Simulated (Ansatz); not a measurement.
# C2H6Si: the cost of one run

Method: UKS B3LYP/def2-mTZVP, in Ansatz 0.2.0.

### Step 1. The structure to begin with

Bond lengths: C1–Si2 1.778 Å, Si2–C3 1.834 Å, C1–H4 1.050 Å, C1–H5 1.137 Å, C1–H6 1.121 Å, C3–H7 1.043 Å, C3–H8 1.136 Å, C3–H9 1.154 Å. Angles: C1–Si2–C3 111.9°, Si2–C1–H4 113.3°, Si2–C1–H5 113.5°, Si2–C1–H6 115.4°, H4–C1–H5 103.7°, H4–C1–H6 105.3°, H5–C1–H6 104.5°, Si2–C3–H7 113.9°, Si2–C3–H8 109.3°, Si2–C3–H9 111.7°, H7–C3–H8 109.2°, H7–C3–H9 108.2°, H8–C3–H9 104.0°.

Coordinates:

```xyz
9

C    -0.5227    1.1100   -0.8256
Si    0.7115   -0.1678   -0.7548
C     0.5676   -1.1755    0.7705
H    -1.5047    0.7392   -0.8171
H    -0.4772    1.7312   -1.7763
H    -0.4834    1.8639    0.0036
H    -0.3440   -1.6740    0.8628
H     1.4126   -1.9336    0.8002
H     0.7288   -0.5397    1.7194
```

### Step 2. End point A

Input file input.yaml:

```yaml
crystal:
  periodic: [false, false, false]
  atoms:
    - { symbol: C, position_ang: [-0.5227, 1.11, -0.8256] }
    - { symbol: Si, position_ang: [0.7115, -0.1678, -0.7548] }
    - { symbol: C, position_ang: [0.5676, -1.1755, 0.7705] }
    - { symbol: H, position_ang: [-1.5047, 0.7392, -0.8171] }
    - { symbol: H, position_ang: [-0.4772, 1.7312, -1.7763] }
    - { symbol: H, position_ang: [-0.4834, 1.8639, 0.0036] }
    - { symbol: H, position_ang: [-0.344, -1.674, 0.8628] }
    - { symbol: H, position_ang: [1.4126, -1.9336, 0.8002] }
    - { symbol: H, position_ang: [0.7288, -0.5397, 1.7194] }
magnetization:
  spin_polarized: true
basis:
  gaussian: { orbitals: def2-mTZVP }
hamiltonian:
  xc: b3lyp
relax:
  f_tol: 0.02
  max_steps: 50
```

The run is started by

```sh
$ ansatz run input.yaml --threads 2 --pin off --max-ram 3072MiB --backend cpu --events-out ev --progress --plain --runs-dir out
```

What time and memory should one allow on 2 threads of INTEL XEON PLATINUM 8581C at 2.30GHz (Emerald Rapids), shared host?

About 8.7 s, with a peak of 0.21 GiB.
